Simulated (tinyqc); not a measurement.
Worked calculation: MP2 on RHF in the sto-6g basis, for NH3, spin multiplicity 1. One step of it, computed by the program tinyqc.

Task: Second-order Moller-Plesset energy. E2 = sum_ijab (ia|jb) [2 (ia|jb) - (ib|ja)] / (e_i + e_j - e_a - e_b) over occupied i, j and virtual a, b; the opposite-spin part is (ia|jb)^2 / denominator, the rest is same-spin, and SCS-MP2 scales them by 6/5 and 1/3.

orbital energies (hartree): MO1 -15.521037, MO2 -1.079944, MO3 -0.548520, MO4 -0.548313, MO5 -0.366693, MO6 0.589560, MO7 0.653461, MO8 0.653809

Two-electron integrals over orbitals (pq|rs), unique and non-zero (hartree):
```
(11|11) 4.143310    (21|11) -0.349586   (21|21) 0.047746    (22|11) 0.846259
(22|21) -0.009646   (22|22) 0.612831    (31|31) 0.009430    (32|31) 0.014545
(32|32) 0.121493    (33|11) 0.700902    (33|21) -0.003274   (33|22) 0.555481
(33|33) 0.572399    (41|11) 0.000012    (41|21) -2.00e-06   (41|22) -9.15e-07
(41|33) -0.002497   (41|41) 0.009432    (42|11) -0.000032   (42|21) -1.16e-07
(42|22) -0.000026   (42|33) -0.045334   (42|41) 0.014544    (42|42) 0.121453
(43|31) -0.002498   (43|32) -0.045336   (43|43) 0.042806    (44|11) 0.700902
(44|21) -0.003275   (44|22) 0.555453    (44|33) 0.486728    (44|41) 0.002499
(44|42) 0.045351    (44|44) 0.572405    (51|11) -0.160562   (51|21) 0.018775
(51|22) -0.014359   (51|33) -0.004828   (51|41) 2.37e-07    (51|42) 1.64e-06
(51|44) -0.004827   (51|51) 0.027283    (52|11) 0.090408    (52|21) -0.007813
(52|22) -0.016871   (52|33) -0.001549   (52|41) 1.10e-06    (52|42) 3.41e-06
(52|44) -0.001536   (52|51) 0.017601    (52|52) 0.096724    (53|31) 0.003648
(53|32) -0.003223   (53|43) 0.010289    (53|53) 0.031392    (54|11) 0.000024
(54|21) -3.17e-07   (54|22) 0.000013    (54|33) 0.010296    (54|41) 0.003650
(54|42) -0.003206   (54|44) -0.010286   (54|51) -1.61e-07   (54|52) 5.53e-07
(54|54) 0.031391    (55|11) 0.925653    (55|21) -0.012670   (55|22) 0.587415
(55|33) 0.532932    (55|41) 1.33e-06    (55|42) -0.000013   (55|44) 0.532925
(55|51) 0.012944    (55|52) 0.095505    (55|54) 0.000016    (55|55) 0.751004
(61|11) -0.285384   (61|21) 0.041213    (61|22) -0.003210   (61|33) -0.001024
(61|41) 0.000015    (61|42) 0.000024    (61|44) -0.001017   (61|51) 0.006516
(61|52) -0.015939   (61|54) 0.000007    (61|55) -0.018183   (61|61) 0.040352
(62|11) 0.319100    (62|21) -0.007935   (62|22) 0.127958    (62|33) 0.078985
(62|41) 0.000015    (62|42) 0.000040    (62|44) 0.078980    (62|51) -0.016041
(62|52) -0.014401   (62|54) 0.000033    (62|55) 0.114339    (62|61) -0.000405
(62|62) 0.097311    (63|31) 0.004924    (63|32) -0.021445   (63|43) 0.029922
(63|53) 0.013981    (63|63) 0.053857    (64|11) 0.000390    (64|21) -0.000007
(64|22) 0.000148    (64|33) 0.030047    (64|41) 0.004924    (64|42) -0.021481
(64|44) -0.029859   (64|51) 1.30e-06    (64|52) 0.000060    (64|54) 0.013998
(64|55) 0.000203    (64|61) 1.14e-06    (64|62) 0.000134    (64|64) 0.053955
(65|11) -0.119804   (65|21) -0.001296   (65|22) -0.060481   (65|33) -0.030540
(65|41) 0.000010    (65|42) 0.000066    (65|44) -0.030499   (65|51) 0.007407
(65|52) 0.011598    (65|54) 0.000022    (65|55) -0.063806   (65|61) -0.005081
(65|62) -0.051977   (65|64) -0.000062   (65|65) 0.035618    (66|11) 0.744201
(66|21) -0.007558   (66|22) 0.546969    (66|33) 0.503627    (66|41) 0.000026
(66|42) 0.000201    (66|44) 0.503804    (66|51) -0.022348   (66|52) -0.053488
(66|54) -0.000029   (66|55) 0.487731    (66|61) 0.003080    (66|62) 0.098859
(66|64) -0.000008   (66|65) -0.048898   (66|66) 0.540456    (71|11) 0.000349
(71|21) -0.000051   (71|22) 2.78e-06    (71|33) -0.003006   (71|41) 0.013576
(71|42) 0.019350    (71|44) 0.003011    (71|51) -0.000008   (71|52) 0.000019
(71|54) 0.005309    (71|55) 0.000022    (71|61) -0.000025   (71|62) 0.000021
(71|64) 0.006616    (71|65) 0.000020    (71|66) 0.000032    (71|71) 0.019604
(72|11) -0.000382   (72|21) 0.000010    (72|22) -0.000144   (72|33) 0.015047
(72|41) 0.011159    (72|42) 0.027848    (72|44) -0.015224   (72|51) 0.000019
(72|52) 0.000011    (72|54) 0.024503    (72|55) -0.000133   (72|61) 0.000020
(72|62) -0.000057   (72|64) 0.038385    (72|65) 0.000084    (72|66) -0.000097
(72|71) 0.015222    (72|72) 0.052970    (73|31) 0.002195    (73|32) 0.041328
(73|43) -0.013555   (73|53) -0.010316   (73|63) -0.026584   (73|73) 0.034255
(74|11) 0.300768    (74|21) -0.005919   (74|22) 0.102869    (74|33) 0.085246
(74|41) -0.002207   (74|42) -0.041290   (74|44) 0.058235    (74|51) 0.000630
(74|52) 0.048925    (74|54) 0.010292    (74|55) 0.150935    (74|61) -0.005903
(74|62) 0.075974    (74|64) 0.026668    (74|65) -0.034786   (74|66) 0.044537
(74|71) -0.003167   (74|72) 0.005882    (74|74) 0.137498    (75|11) 0.000135
(75|21) 1.31e-06    (75|22) 0.000061    (75|33) -0.019900   (75|41) 0.007641
(75|42) 0.051786    (75|44) 0.019982    (75|51) -0.000009   (75|52) -0.000013
(75|54) 0.018454    (75|55) 0.000069    (75|61) 0.000020    (75|62) 0.000085
(75|64) -0.017814   (75|65) 0.000015    (75|66) 0.000139    (75|71) 0.010689
(75|72) 0.014764    (75|74) -0.019409   (75|75) 0.046193    (76|11) 0.000050
(76|21) -7.72e-07   (76|22) -0.000013   (76|33) -0.044991   (76|41) 0.010550
(76|42) 0.092377    (76|44) 0.045061    (76|51) 0.000023    (76|52) 0.000088
(76|54) -0.017398   (76|55) 0.000076    (76|61) 0.000007    (76|62) -2.19e-06
(76|64) -0.038490   (76|65) 0.000065    (76|66) 0.000166    (76|71) 0.014283
(76|72) -0.000232   (76|74) -0.045255   (76|75) 0.038184    (76|76) 0.096314
(77|11) 0.780495    (77|21) -0.007647   (77|22) 0.548515    (77|33) 0.487266
(77|41) 0.000054    (77|42) 0.030222    (77|44) 0.560130    (77|51) -0.003321
(77|52) 0.014159    (77|54) -0.014402   (77|55) 0.551862    (77|61) -0.005704
(77|62) 0.081018    (77|64) -0.035620   (77|65) -0.028189   (77|66) 0.505851
(77|71) -0.000185   (77|72) -0.024197   (77|74) 0.067509    (77|75) 0.014360
(77|76) 0.041098    (77|77) 0.577019    (81|31) 0.013578    (81|32) 0.019356
(81|43) -0.003010   (81|53) 0.005308    (81|63) 0.006619    (81|73) 0.003158
(81|81) 0.019613    (82|31) 0.011158    (82|32) 0.027833    (82|43) 0.015123
(82|53) 0.024506    (82|63) 0.038368    (82|73) -0.006066   (82|81) 0.015226
(82|82) 0.052968    (83|11) 0.300784    (83|21) -0.005920   (83|22) 0.102857
(83|33) 0.058230    (83|41) 0.002199    (83|42) 0.041262    (83|44) 0.085291
(83|51) 0.000631    (83|52) 0.048935    (83|54) -0.010287   (83|55) 0.150938
(83|61) -0.005897   (83|62) 0.075968    (83|64) -0.026444   (83|65) -0.034742
(83|66) 0.044731    (83|71) 0.003170    (83|72) -0.006112   (83|74) 0.071326
(83|75) 0.019493    (83|76) 0.045359    (83|77) 0.093199    (83|83) 0.137520
(84|31) 0.002199    (84|32) 0.041279    (84|43) -0.013508   (84|53) -0.010296
(84|63) -0.026511   (84|73) 0.032068    (84|81) 0.003163    (84|82) -0.006020
(84|84) 0.034173    (85|31) 0.007643    (85|32) 0.051809    (85|43) -0.019935
(85|53) 0.018450    (85|63) -0.017790   (85|73) 0.019487    (85|81) 0.010695
(85|82) 0.014768    (85|84) 0.019457    (85|85) 0.046210    (86|31) 0.010550
(86|32) 0.092340    (86|43) -0.044923   (86|53) -0.017378   (86|63) -0.038348
(86|73) 0.045352    (86|81) 0.014288    (86|82) -0.000188   (86|84) 0.045287
(86|85) 0.038166    (86|86) 0.096153    (87|31) -0.000092   (87|32) -0.030556
(87|43) 0.036571    (87|53) 0.014467    (87|63) 0.035835    (87|73) -0.013048
(87|81) 0.000140    (87|82) 0.024095    (87|84) -0.012995   (87|85) -0.014462
(87|86) -0.041295   (87|87) 0.040966    (88|11) 0.780632    (88|21) -0.007651
(88|22) 0.548563    (88|33) 0.560247    (88|41) -0.000078   (88|42) -0.030437
(88|44) 0.487170    (88|51) -0.003320   (88|52) 0.014172    (88|54) 0.014451
(88|55) 0.551924    (88|61) -0.005708   (88|62) 0.081076    (88|64) 0.035916
(88|65) -0.028227   (88|66) 0.505701    (88|71) 0.000166    (88|72) 0.024007
(88|74) 0.093291    (88|75) -0.014381   (88|76) -0.041234   (88|77) 0.495569
(88|83) 0.067431    (88|88) 0.577258
```

Hartree-Fock energy = -55.98612211 hartree

Give: Terms; Pair energies; MP2 correlation energy; SCS-MP2 correlation energy; MP2 total energy.

Result:

Terms (the 40 largest of 117):
```
i  j  a  b  (ia|jb)  (ib|ja)  denominator       term
4  4  7  7   0.1375   0.1375      -2.4035    -0.0079
3  3  8  8   0.1375   0.1375      -2.4047    -0.0079
4  3  7  8   0.0713   0.0321      -2.4041    -0.0033
3  4  8  7   0.0713   0.0321      -2.4041    -0.0033
4  2  7  6   0.0760   0.0384      -2.8713    -0.0030
2  4  6  7   0.0760   0.0384      -2.8713    -0.0030
3  2  8  6   0.0760   0.0384      -2.8718    -0.0030
2  3  6  8   0.0760   0.0384      -2.8718    -0.0030
2  2  6  6   0.0973   0.0973      -3.3390    -0.0028
4  4  6  6   0.0540   0.0540      -2.2757    -0.0013
3  3  6  6   0.0539   0.0539      -2.2762    -0.0013
5  5  8  8   0.0462   0.0462      -2.0410    -0.0010
5  5  7  7   0.0462   0.0462      -2.0403    -0.0010
5  2  6  6  -0.0520  -0.0520      -2.6258    -0.0010
2  5  6  6  -0.0520  -0.0520      -2.6258    -0.0010
5  4  6  7  -0.0348  -0.0178      -2.1580    -0.0008
4  5  7  6  -0.0348  -0.0178      -2.1580    -0.0008
5  3  6  8  -0.0347  -0.0178      -2.1586    -0.0008
3  5  8  6  -0.0347  -0.0178      -2.1586    -0.0008
2  2  7  7   0.0530   0.0530      -3.4668    -0.0008
2  2  8  8   0.0530   0.0530      -3.4675    -0.0008
5  5  6  6   0.0356   0.0356      -1.9125    -0.0007
3  3  7  7   0.0343   0.0343      -2.4040  -4.88e-04
4  4  8  8   0.0342   0.0342      -2.4042  -4.86e-04
4  4  7  6   0.0267   0.0267      -2.3396  -3.04e-04
4  4  6  7   0.0267   0.0267      -2.3396  -3.04e-04
3  3  6  7  -0.0266  -0.0266      -2.3401  -3.02e-04
3  3  7  6  -0.0266  -0.0266      -2.3401  -3.02e-04
3  4  6  8  -0.0265  -0.0264      -2.3402  -3.01e-04
4  3  8  6  -0.0265  -0.0264      -2.3402  -3.01e-04
4  3  6  8  -0.0264  -0.0265      -2.3402  -2.98e-04
3  4  8  6  -0.0264  -0.0265      -2.3402  -2.98e-04
5  3  7  8   0.0195   0.0195      -2.2225  -1.71e-04
3  5  8  7   0.0195   0.0195      -2.2225  -1.71e-04
3  5  7  8   0.0195   0.0195      -2.2225  -1.71e-04
5  3  8  7   0.0195   0.0195      -2.2225  -1.71e-04
5  4  8  8   0.0195   0.0195      -2.2226  -1.70e-04
4  5  8  8   0.0195   0.0195      -2.2226  -1.70e-04
5  4  7  7  -0.0194  -0.0194      -2.2219  -1.70e-04
4  5  7  7  -0.0194  -0.0194      -2.2219  -1.70e-04
```

Pair energies (hartree; pair i-j sums ij and ji):
```
pair  opposite spin  same spin
1-1       -7.43e-05          0
2-1       -5.18e-05          0
2-2         -0.0045          0
3-1       -1.14e-05  -1.81e-05
3-2         -0.0051    -0.0010
3-3         -0.0102          0
4-1       -1.14e-05  -1.81e-05
4-2         -0.0051    -0.0010
4-3         -0.0063    -0.0013
4-4         -0.0102          0
5-1       -2.96e-05          0
5-2         -0.0024          0
5-3         -0.0021  -2.66e-04
5-4         -0.0021  -2.67e-04
5-5         -0.0028          0
```

MP2 correlation energy = -0.054720 hartree

SCS-MP2 correlation energy = -0.062352 hartree

MP2 total energy = -56.040842 hartree
